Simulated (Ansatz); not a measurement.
System: rock-salt EuN. Method: r²SCAN (plane waves, PAW; Ansatz, a program for electronic structure).

Settings: plane-wave cutoff 560 eV, 12×12×12 k mesh, Fermi–Dirac smearing 0.01 eV, spin-polarised with parallel moments, scalar-relativistic PAW data made under PBE.

Results at a series of volumes:

```tsv
V (Å³/atom)	E − E_lowest (meV/atom)	P (GPa)
15.048	25.04	8.84
15.369	10.70	5.56
15.689	2.58	2.63
16.009	0.00	0.00
16.329	2.40	-2.35
16.649	9.24	-4.46
16.970	20.06	-6.33
```

Q: What bulk modulus B0 and pressure derivative B′ does a third-order Birch–Murnaghan fit give?

A: V0 = 16.009 Å³/atom, B0 = 124 GPa, B′ = 4.6 (fit to the energies at full precision).

Note: the magnetic order was assumed, not searched for or taken from measurement; the 4f shell is treated without U or exact exchange, so its levels and filling can be wrong.

Spin–orbit coupling is not included; it can open a gap where bands touch, and shift volumes and moduli.

The computed numbers hold no vibrational or temperature effects.
